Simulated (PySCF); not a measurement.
Compound: C3H5N3.
Bonds: C1–N2, N2–N3 (aromatic), N3–C4 (aromatic), C4–C5 (aromatic), C5–N6 (aromatic), N2–N6 (aromatic). Hydrogens: H7, H8, H9 on C1; H10 on C4; H11 on C5.

Computed with PBE0-D3(BJ)/def2-SVP geometry optimisation, gas phase in PySCF.

What internal coordinates does the optimisation give?

```
               bond  length (bohr)
              C1–N2          2.722
       N2–N3, N2–N6          2.484
       N3–C4, C5–N6          2.513
              C4–C5          2.653
C1–H7, C1–H8, C1–H9          2.074
     C4–H10, C5–H11          2.056
```

Bonds in one row agree within 0.02 bohr and their mean is given. A selection of angles:
```
    angle  degrees
 N2–C1–H7    110.4
 N2–C1–H8    107.6
 H7–C1–H8    109.8
 C1–N2–N3    122.0
 N3–N2–N6    116.0
 N2–N3–C4    103.9
 N3–C4–C5    108.1
N3–C4–H10    121.3
C5–C4–H10    130.6
```

The 6 heavy atoms lie in one plane (0.008 Å rms). The 5-membered ring N2–N3–C4–C5–N6 has internal angles of 103.9° to 116.0°; it is planar, 0.00 Å rms from its mean plane, widest ring torsion 0°. The C–N distances run from 1.330 Å (C5–N6, aromatic) to 1.440 Å (C1–N2, drawn single), a spread of 0.110 Å. N2 (pyrrole-type nitrogen) is planar (angles 122.0°, 121.9° and 116.0°, sum 360.0°, 0.01 Å off the plane of its three neighbours). N3 (pyridine-type nitrogen) is bent (angle 103.9°).

Point group: near Cs, missed by 0.27 Å at most; the miss may be what the optimiser left on a soft mode. Stationary, but not proved a minimum.

The run took 33 s wall on an Arm Neoverse V1 with one thread (shared host), and the process peaked at 0.45 GiB of memory. That covers the optimisation of the geometry.
